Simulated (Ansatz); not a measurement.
**C2H8N2O: one species, many methods**

How much do the methods differ for C2H8N2O? The plan is to run it at one geometry with functionals of several rungs and with coupled cluster. The yardstick is the atomisation energy at the CCSD(T) limit.

Computed with Ansatz 0.2.0, Gaussian basis. Level: functionals in def2-TZVPP, the program's frozen cores in correlated methods.

The runs, in order: PBE-D4, r2SCAN-D4, PBE0-D4, B3LYP-D4, ωB97X-V, ωB97M-V, B2PLYP; CCSD(T)/def2-TZVPP; MP2/def2-QZVPP; extrapolation to the limit.

### 1 The relaxed structure

All runs share one geometry, relaxed beforehand with PBE0-D4 in a triple-zeta def2 set.

SMILES `NCOCN`, 13 atoms, charge 0, spin multiplicity 1.

Atoms are counted from 1 here; the program's logs count them from 0.

Bond lengths: N1–C2 1.420 Å, N1–H6 1.012 Å, N1–H7 1.012 Å, C2–O3 1.417 Å, C2–H8 1.099 Å, C2–H9 1.099 Å, O3–C4 1.417 Å, C4–N5 1.420 Å, C4–H10 1.099 Å, C4–H11 1.099 Å, N5–H12 1.012 Å, N5–H13 1.012 Å. Angles: C2–N1–H6 110.8°, C2–N1–H7 110.8°, H6–N1–H7 107.8°, N1–C2–O3 112.1°, N1–C2–H8 109.0°, N1–C2–H9 109.0°, O3–C2–H8 109.4°, O3–C2–H9 109.4°, H8–C2–H9 107.8°, C2–O3–C4 112.5°, O3–C4–N5 112.1°, O3–C4–H10 109.4°, O3–C4–H11 109.4°, N5–C4–H10 109.0°, N5–C4–H11 109.0°, H10–C4–H11 107.8°, C4–N5–H12 110.8°, C4–N5–H13 110.8° and more.

### 2 PBE-D4 (GGA)

Contents of in.yaml:

```yaml
crystal:
  periodic: [false, false, false]
  atoms:
    - {symbol: N, position_ang: [-2.089369, 0.344293, -1.092895]}
    - {symbol: C, position_ang: [-1.031447, -0.433499, -0.551596]}
    - {symbol: O, position_ang: [-0.006827, 0.371833, 0.004184]}
    - {symbol: C, position_ang: [1.053090, -0.395717, 0.547077]}
    - {symbol: N, position_ang: [2.075223, 0.419780, 1.101492]}
    - {symbol: H, position_ang: [-1.748390, 0.953445, -1.825471]}
    - {symbol: H, position_ang: [-2.510353, 0.924146, -0.378373]}
    - {symbol: H, position_ang: [-1.435851, -1.097224, 0.226031]}
    - {symbol: H, position_ang: [-0.608342, -1.065434, -1.345584]}
    - {symbol: H, position_ang: [1.486606, -1.027773, -0.241180]}
    - {symbol: H, position_ang: [0.659038, -1.058951, 1.330417]}
    - {symbol: H, position_ang: [2.469513, 1.029600, 0.396755]}
    - {symbol: H, position_ang: [1.707508, 1.000900, 1.843843]}
basis:
  gaussian: {orbitals: def2-TZVPP}
hamiltonian: {xc: pbe, dispersion: d4}
output: {forces: true, orbitals: {seedname: orbitals}}
```

The run is started by

```sh
ansatz run in.yaml --threads 4 --pin off --events-out ev --progress --plain --max-ram 10444MiB
```

After this run come: r2SCAN-D4 (meta-GGA); PBE0-D4 (hybrid); B3LYP-D4 (hybrid); ωB97X-V (range-separated); ωB97M-V (range-separated); B2PLYP (double hybrid); CCSD(T) in def2-TZVPP; MP2 in def2-QZVPP.

**Question.** What will the summary of the whole plan be? Wanted: atomisation energy, CCSD(T)/CBS; farthest; mean size of error, hybrid; mean size of error, range-separated; gap, smallest and largest; T1 diagnostic; triples share of the correlation energy.

As calculated:

| quantity | value |
| --- | --- |
| atomisation energy, CCSD(T)/CBS | 1145.2 kcal/mol |
| functionals within 5.7 kcal/mol (0.5 %) | r2SCAN-D4, PBE0-D4, B3LYP-D4, ωB97X-V, ωB97M-V |
| farthest | PBE-D4 (+32.2 kcal/mol) |
| mean size of error, hybrid | 4.0 kcal/mol |
| mean size of error, range-separated | 5.3 kcal/mol |
| gap, smallest and largest | 5.98 eV (PBE-D4), 12.65 eV (ωB97X-V) |
| T1 diagnostic | 0.0104 |
| triples share of the correlation energy | 3.7 % |

In words: PBE-D4 misses by +32.2 kcal/mol. Double hybrids carry the basis error of their MP2 part in triple zeta, and no dispersion term here, so their miss is partly the set-up's. Misses under about 5.7 kcal/mol are within the doubt on the reference itself, which lacks core-valence correlation, relativity and higher excitations. Hartree-Fock recovers 68 % of the binding; the rest is correlation. The gap grows from 6.0 to 12.7 eV across the functionals, mostly with the share of exact exchange.
